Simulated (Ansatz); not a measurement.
We consider fcc Cu, described by LC-ωPBE in Ansatz (plane waves, PAW).

Settings: plane-wave cutoff 460 eV, 16×16×16 k mesh, Fermi–Dirac smearing 0.05 eV, no spin polarisation, scalar-relativistic PAW data made under PBE.

Cell (relaxed at this level):

```xyz
1
Lattice="0.0000 1.7914 1.7914 1.7914 0.0000 1.7914 1.7914 1.7914 0.0000" Properties=species:S:1:pos:R:3 pbc="T T T"
Cu     0.0000     0.0000     0.0000
```

What does this level give for the bulk modulus B0?


* **bulk modulus B0**: 157 GPa

Measured, for comparison: bulk modulus 144 GPa (0 K value with the zero-point phonon effect removed, our sources range from 140 to 145; as tabulated in Mejia-Rodriguez and Trickey (2018), arXiv:1807.09216). Computed (rounded) less measured: bulk modulus +9 % (+8 % to +12 % over the range).

Ansatz is a quantum-chemistry and plane-wave program.
